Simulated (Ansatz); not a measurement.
A made-up structure of CH₄BMg, doublet:

```
7
angstrom
B -0.4750 -0.2506 -0.1737
Mg -2.3319 -1.2191 -0.8511
C 1.2798 0.6682 0.4667
H -3.7823 -1.9771 -1.3804
H 1.6625 1.3764 -0.2756
H 1.1288 1.2297 1.3946
H 2.0759 -0.0585 0.6580
```

It is relaxed with PBE-D4/def2-SVP and then PBE0-D4/def2-TZVP (Ansatz 0.2.0). Atoms count as bonded within 1.22 times the sum of their covalent radii (H–H: 0.88 Å). The end point is not checked to be a true minimum.

(1) Does its bonding change? (Judge from chemistry; the calculation decides.)

Results:

(1) By the calculation: Yes. Formed: B1–C3; broken: none.

Where it ends: The first stage lowers the energy by 1.63 eV in 9 steps. It ends as CH₄BMg ([CH3][B][MgH]):
```xyz
7
angstrom
B -0.1729 -0.1432 -0.1416
Mg -2.0561 -1.0718 -0.7453
C 1.1081 0.5409 0.3451
H -3.5244 -1.7988 -1.2187
H 1.5029 1.3251 -0.3102
H 0.7797 1.0493 1.2694
H 1.9205 -0.1326 0.6399
```

Labels in which every atom is bracketed show which atoms are joined, not bond orders.

For scale, one of the runs: PBE0-D4/def2-TZVP relaxation, 118 basis functions, launched by `ansatz run in.yaml --threads 2 --pin off --events-out ev --progress --plain --max-ram 4352MiB`. Hardware: 2 CPU threads of an Intel Xeon Platinum 8488C, shared host. Wall time about 27 s.
